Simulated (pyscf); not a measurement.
Structures and frequencies: ωB97X-D3(BJ)/def2-SVP in PySCF.

For F–W(=S)(=S)–Cl + hydrogen fluoride (HF) -> F–W(F)(=S)=S + hydrogen chloride (HCl), a four-centre exchange (singlet surface; Cl–W, F–H broken, F–W, Cl–H formed), PBE/def2-TZVP gives ΔE‡ = 7.9 kcal/mol and ΔE = -0.2 kcal/mol (zero: the separated reactants). In which direction and how far do B3LYP-D3(BJ)/def2-TZVP, PBE0-D3(BJ)/def2-TZVP, ωB97M-D3(BJ)/def2-TZVP move these?

B3LYP-D3(BJ): ΔE‡ = 10.6 kcal/mol, ΔE = +1.3 kcal/mol; PBE0-D3(BJ): ΔE‡ = 10.1 kcal/mol, ΔE = +2.6 kcal/mol; ωB97M-D3(BJ): ΔE‡ = 11.0 kcal/mol, ΔE = +0.1 kcal/mol. PBE's barrier lies under all of them, by 2.2 to 3.1 kcal/mol. Its reaction energy lies under all of them, by 0.3 to 2.8 kcal/mol. On the product side the descent ends in an adduct with a Cl–W contact, 1.4 kcal/mol under the separated species and 7.3 kcal/mol under the saddle at ωB97X-D3(BJ)/def2-TZVP. What is counted as broken (Cl–W) persists as a longer contact in the product adduct; parting that adduct is a step of its own. This is the saddle that the search found; another between the same sides may lie lower. Elements past Kr carry the def2 core potentials, without spin-orbit coupling.
